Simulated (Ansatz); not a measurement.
[H···H···SiH2], singlet in 6-31G: errors against full CI

Geometry: a point of a hydrogen-transfer path between rigid fragments, not a stationary point.

```xyz
5

H    -2.7210    0.0549    0.0000
H    -1.6100    0.0549    0.0000
Si    0.1040    0.0549    0.0000
H     0.7162   -0.8194    1.0900
H     0.7162   -0.8194   -1.0900
```

Basis 6-31G; Ansatz 0.2.0. Correlated methods freeze the noble-gas cores, which leaves 8 electrons in 16 orbitals. Prefix R: restricted or restricted open-shell reference; prefix U: unrestricted. Active spaces: valence = (8e, 8o) chosen from the atoms' valence shells; pair = (2e, 2o) about the gap.

Full CI is exact within this basis and frozen core; it isn't the basis-set limit. The frozen core follows each run's orbitals, which can shift R against U totals by a few meV.

Unrestricted rows (U) aren't spin-pure: their determinants' ⟨S²⟩ exceeds S(S+1) by up to 0.81, so they mix in states of higher spin.

The UHF ⟨S²⟩ is 0.805. The T1 diagnostic (RCCSD) is 0.0249. The largest doubles amplitude (RCCSD) is 0.254.

```tsv
level	E − E(RHF) (eV)
UHF	-0.6316
RMP2	-2.0005
UMP2	-2.1186
RCCSD	-3.0094
UCCSD	-2.9425
RCCSD(T)	-3.0687
UCCSD(T)	-3.0062
```

Problem. Estimate how far full CI in 6-31G lies from RCCSD(T). The table doesn't fix it; the size of (T) and the diagnostics are the guide.

Solution. Full CI in 6-31G lies 2.4 kJ/mol below RCCSD(T), which is 42 % of the (T) step (-5.7 kJ/mol). T1 is raised, a doubles amplitude is large, RHF is unstable towards spin polarisation, and the rest is a large part of (T).

The other levels:

```csv
level,E − E(full CI) (kJ/mol),share of correlation (%),wall time
CISD,28.4,90.47,0.24 s
BCCD(T),2.5,99.15,0.21 s
RCCSDT,0.3,99.91,–
UCCSDT,0.7,99.76,–
CISDTQ,0.9,99.70,0.63 s
RCCSDT(Q),0.1,99.98,0.42 s
UCCSDT(Q),0.0,100.00,2.1 s
RCCSDTQ,0.0,100.00,2.2 s
UCCSDTQ,0.0,99.98,18 s
CASSCF (pair space),210.7,29.40,–
NEVPT2 (pair space),58.6,80.38,0.21 s
MRCISD (pair space),11.2,96.26,–
MRCISD+Q (pair space),-1.3,100.44,0.27 s
CASSCF (valence space),63.9,78.59,–
NEVPT2 (valence space),17.7,94.05,1.4 s
MRCISD (valence space),2.2,99.26,–
MRCISD+Q (valence space),1.2,99.60,2 s
MRCISD+Q(relaxed) (valence space),-0.1,100.05,2.7 s
```

The correlation energy at full CI, counted from RHF, is -3.094 eV. That run took 3.8 s on 1 thread of Intel Xeon 6975P-C, shared host over 1,656,848 determinants.

Times hold each run's SCF and search for its determinant on a shared host, so for small cases they say little of a method's own cost; they ran on 1 thread of Intel Xeon 6975P-C.

Not variational, and here over 5 meV under the exact energy: MRCISD+Q (pair space).

The full-CI state has the irrep A' of Cs, in the program's axes.

Natural occupations of full CI about the gap: 1.976 1.960 1.960 1.768 0.221 0.038 0.030 0.024 0.007 0.005; effectively unpaired electrons, Σ n²(2−n)², 0.35.
